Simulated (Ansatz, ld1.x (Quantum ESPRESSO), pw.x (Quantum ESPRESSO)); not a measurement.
**Equation-of-state test of one TM potential (Ag (Z = 47))**

Ag (Z = 47), norm-conserving Troullier–Martins (Kleinman–Bylander form), made with ld1.x (Quantum ESPRESSO) 7.5 (PBEsol, scalar-relativistic). Core [Kr], reference 4d10 5s1 5p0. Waves: 5s (bound): rc 2.70 bohr; 5p (bound, empty): rc 3.65 bohr; 4d (bound): rc 1.60 bohr. Local part: all-electron potential smoothed inside 2.60 bohr (lloc = -1). Core correction: a·sin(br)/r model core, default radius (core density twice the valence density).

Atomic tests: cutoffs needed: 70 Ry and 100 Ry (the cutoffs (Ry, on a coarse ladder) from which the occupation-weighted sum of valence levels, in a spherical-Bessel basis at the reference potential, stays within 10 and 1 mRy of its value at 400 Ry); ghost test: no extra level below or beside the all-electron valence levels (s, p, d, f tested) (spherical-Bessel basis up to 400 Ry, 20 bohr box); configuration tests: 1 of 7 tests not solved or not reliable.

Crystal test: fcc Ag in pw.x 7.5, no spin, 14³ k-points, Fermi–Dirac smearing 0.01 Ry, cutoffs 120/480 Ry. The reference is all-electron LAPW (Ansatz 0.2.0) with the same functional, mesh and smearing; V0 and B0 come from Birch–Murnaghan fits to the pressures at five volumes. Errors are pseudo minus all-electron; Δ is the rms difference of the E(V) curves that follow from these fits, minima aligned, over ±6 % about the mean V0. Mesh and smearing are coarse, so the numbers serve the comparison and aren't converged zero-temperature values; the lattice is a test structure that the element need not adopt.

All-electron: a0 = 4.054 Å (V0 = 16.66 Å³/atom), B0 = 118.5 GPa.

Question: How far does the potential miss the all-electron equation of state?

Answer: mean pressure error (GPa): +2.67; a0 (Å): 4.083; a0 error (%): +0.72; B0 error (%): -1.6; Δ (meV/atom): 9.4. The largest radius (3.65 bohr) exceeds half the bond length (2.71 bohr), so the spheres overlap, which is one possible source of error among others. This is a poor potential for the solid. Atomic configuration tests: 1 of 7 tests not solved or not reliable.

```
V (Å³/atom)  P all-electron (GPa)  P pseudo (GPa)
     15.891                  6.42            9.80
     16.309                  2.69            5.66
     16.727                 -0.47            2.15
     17.145                 -3.13           -0.82
     17.563                 -5.37           -3.33
```

Question: At the middle volume, how do free energy and pressure move when the wave cutoff is lowered (ecutrho kept at four times it)?

Answer:

```json
{"cutoff (Ry)": "54", "shift of F (meV/atom)": "+1024.4", "shift of P (GPa)": "-63.76"}
{"cutoff (Ry)": "72", "shift of F (meV/atom)": "+27.2", "shift of P (GPa)": "-1.80"}
{"cutoff (Ry)": "96", "shift of F (meV/atom)": "+11.4", "shift of P (GPa)": "-0.22"}
```

The run at the middle volume (104 k-points, 8 iterations) took about 43 s on one core of a shared host (Neoverse-V1, 32 threads, 247 GiB, load 12).
